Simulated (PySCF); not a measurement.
# C: ionisation energy

C [He] 2s2 2p2 (3P) → C⁺ [He] 2s2 2p1 (2P), as a difference of total energies. All numbers are calculated (PySCF 2.14, no relativity, point nucleus, in def2-TZVPPD (6s3p3d1f, 37 functions)). Correlated levels: valence: 1s2 frozen. The calculations carry no spin-orbit coupling.

```csv
method,ionisation energy (eV),error (eV)
UHF,10.802,-0.460
MP2 (valence),11.245,-0.017
SCS-MP2 (valence),11.118,-0.144
CCSD (valence),11.151,-0.111
CCSD(T) (valence),11.176,-0.086
CCSDT (valence),11.181,-0.081
```

Reference: 11.262 eV (measured; NIST levels, between the centres of gravity of the two terms).

Errors of the correlated levels include the incompleteness of this basis and the frozen core.
